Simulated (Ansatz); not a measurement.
Born–Oppenheimer molecular dynamics of CH4S (6 atoms, charge 0, multiplicity 1). It starts at the highest image of a converged band. Of that band: Neighbouring images differ by up to 2.0 eV, so the band resolves the path poorly. A vibrational analysis at the climbing image gives one clearly imaginary mode, 1544i cm⁻¹: a first-order saddle point.

Computed with RKS PBE0-D4/6-31G* in Ansatz 0.2.0.

```yaml
ensemble: NVE (velocity Verlet)
time_step: 0.5 fs
steps_asked: 200
starting_velocities_drawn_for: 300 K
seed: 3829
```

First frame:

```xyz
6
Properties=species:S:1:pos:R:3
C -0.139 -0.099 -0.765
S 0.731 -0.106 0.759
H -1.217 -0.030 -0.653
H -0.104 -1.213 0.523
H 0.296 0.516 -1.551
H 0.433 0.933 1.687
```

**Question.** What does the run give?

**Answer.** All steps were run.

```json
{
 "steps done": "200",
 "time covered": "100 fs",
 "mean temperature over the second half": "3954 K",
 "spread of the potential energy over the second half": "115.2 meV per atom",
 "mean potential energy of the second half above the start": "-315.4 meV per atom"
}
```

The conserved energy wandered by up to 5.9 meV per atom (net 0.5 meV per atom), which is poor conservation. The kinetic energy rose, since the run started high on the potential surface and went downhill. A run of 0.1 ps of so small a system gives no equilibrium averages. The orbitals stay closed-shell, which can raise the energy where a bond breaks towards radicals; this wasn't checked here.

**Question.** What happens to the structure?

**Answer.** Between its relaxed ends the band would form S2–H4 and break C1–H4. These pairs go: S2–H4 1.41 → 2.46 Å, C1–H4 1.70 → 1.32 Å. In the last frame they stand as before the step (other bonds may differ from the relaxed reactants and products). These pairs come and go: their bonding changes 14 times, last at 89 of 100 fs, so the outcome isn't settled. It ends as one piece, CH4S. Pairs count as bonded within 1.25 times the sum of covalent radii (0.12 Å more for H–H). The details hang on the random start.

**Question.** How do temperature and energy run in time?

**Answer.** 
```json
{"time (fs)": "0", "T (K)": "300", "potential energy less start (eV)": "0.000", "conserved less start (meV/atom)": "0.00"}
{"time (fs)": "3", "T (K)": "110", "potential energy less start (eV)": "0.100", "conserved less start (meV/atom)": "0.27"}
{"time (fs)": "6", "T (K)": "234", "potential energy less start (eV)": "0.034", "conserved less start (meV/atom)": "0.05"}
{"time (fs)": "9", "T (K)": "466", "potential energy less start (eV)": "-0.083", "conserved less start (meV/atom)": "0.38"}
{"time (fs)": "12", "T (K)": "2354", "potential energy less start (eV)": "-1.057", "conserved less start (meV/atom)": "0.88"}
{"time (fs)": "15", "T (K)": "7243", "potential energy less start (eV)": "-3.598", "conserved less start (meV/atom)": "-1.31"}
{"time (fs)": "18", "T (K)": "7055", "potential energy less start (eV)": "-3.499", "conserved less start (meV/atom)": "-1.03"}
{"time (fs)": "21", "T (K)": "3088", "potential energy less start (eV)": "-1.439", "conserved less start (meV/atom)": "0.36"}
{"time (fs)": "24", "T (K)": "2278", "potential energy less start (eV)": "-1.020", "conserved less start (meV/atom)": "0.43"}
{"time (fs)": "27", "T (K)": "4973", "potential energy less start (eV)": "-2.419", "conserved less start (meV/atom)": "-0.56"}
{"time (fs)": "30", "T (K)": "2672", "potential energy less start (eV)": "-1.191", "conserved less start (meV/atom)": "5.95"}
{"time (fs)": "33", "T (K)": "3463", "potential energy less start (eV)": "-1.635", "conserved less start (meV/atom)": "0.08"}
{"time (fs)": "36", "T (K)": "2136", "potential energy less start (eV)": "-0.948", "conserved less start (meV/atom)": "0.17"}
{"time (fs)": "39", "T (K)": "4556", "potential energy less start (eV)": "-2.199", "conserved less start (meV/atom)": "0.22"}
{"time (fs)": "42", "T (K)": "6960", "potential energy less start (eV)": "-3.470", "conserved less start (meV/atom)": "-4.46"}
{"time (fs)": "45", "T (K)": "5882", "potential energy less start (eV)": "-2.901", "conserved less start (meV/atom)": "-2.55"}
{"time (fs)": "48", "T (K)": "2294", "potential energy less start (eV)": "-1.028", "conserved less start (meV/atom)": "0.45"}
{"time (fs)": "51", "T (K)": "2118", "potential energy less start (eV)": "-0.937", "conserved less start (meV/atom)": "0.54"}
{"time (fs)": "54", "T (K)": "5564", "potential energy less start (eV)": "-2.734", "conserved less start (meV/atom)": "-2.11"}
{"time (fs)": "57", "T (K)": "3581", "potential energy less start (eV)": "-1.695", "conserved less start (meV/atom)": "0.25"}
{"time (fs)": "60", "T (K)": "4177", "potential energy less start (eV)": "-2.005", "conserved less start (meV/atom)": "-0.09"}
{"time (fs)": "63", "T (K)": "3580", "potential energy less start (eV)": "-1.695", "conserved less start (meV/atom)": "0.10"}
{"time (fs)": "66", "T (K)": "5697", "potential energy less start (eV)": "-2.792", "conserved less start (meV/atom)": "-0.28"}
{"time (fs)": "69", "T (K)": "4681", "potential energy less start (eV)": "-2.256", "conserved less start (meV/atom)": "1.53"}
{"time (fs)": "72", "T (K)": "3982", "potential energy less start (eV)": "-1.909", "conserved less start (meV/atom)": "-0.87"}
{"time (fs)": "75", "T (K)": "1822", "potential energy less start (eV)": "-0.784", "conserved less start (meV/atom)": "0.41"}
{"time (fs)": "78", "T (K)": "3717", "potential energy less start (eV)": "-1.766", "conserved less start (meV/atom)": "0.05"}
{"time (fs)": "81", "T (K)": "6231", "potential energy less start (eV)": "-3.082", "conserved less start (meV/atom)": "-2.54"}
{"time (fs)": "84", "T (K)": "5212", "potential energy less start (eV)": "-2.547", "conserved less start (meV/atom)": "-1.25"}
{"time (fs)": "87", "T (K)": "3734", "potential energy less start (eV)": "-1.775", "conserved less start (meV/atom)": "0.03"}
{"time (fs)": "90", "T (K)": "4138", "potential energy less start (eV)": "-1.986", "conserved less start (meV/atom)": "-0.25"}
{"time (fs)": "93", "T (K)": "3410", "potential energy less start (eV)": "-1.604", "conserved less start (meV/atom)": "0.72"}
{"time (fs)": "96", "T (K)": "2877", "potential energy less start (eV)": "-1.337", "conserved less start (meV/atom)": "-0.76"}
{"time (fs)": "99", "T (K)": "1425", "potential energy less start (eV)": "-0.579", "conserved less start (meV/atom)": "0.45"}
```

The run took 6.7 min on 1 thread of Intel(R) Xeon(R) Processor @ 2.50GHz (Skylake/Cascade Lake), on a shared host, peak memory 0.097 GiB.
